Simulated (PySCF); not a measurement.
## An isoelectronic set: 14 electrons

PBE0 in PySCF with def2-TZVP on every atom, for the lowest determinant that a PBE0 search found; no spin–orbit coupling. All have 14 electrons, 10 of them in the valence shells, and the same state, a singlet (closed shell). For ions De leads to the atom and ion picked by measured ionisation energies and electron affinities.

```csv
species,difference of nuclear charges,Re (Å),ωe (cm⁻¹),k (mdyn/Å),De (eV),dissociates to,Mayer bond order
N2,0,1.089,2484,25.5,9.76,N + N,2.84
CO,2,1.123,2240,20.3,11.08,C + O,2.44
BF,4,1.263,1416,8.23,7.78,B + F,1.48
NO⁺,1,1.054,2530,28.2,10.94,N + O⁺,2.69
CF⁺,3,1.153,1817,14.3,8.00,C⁺ + F,1.82
```

Task: Which member of the whole set has the stiffest bond, and how does it compare with the softest?

Result: NO⁺ with k = 28.2 mdyn/Å, 3.4 times that of BF.

For an ion De counts to the pair picked by the measured ionisation energies or electron affinities, which need not be the lowest pair at this level.
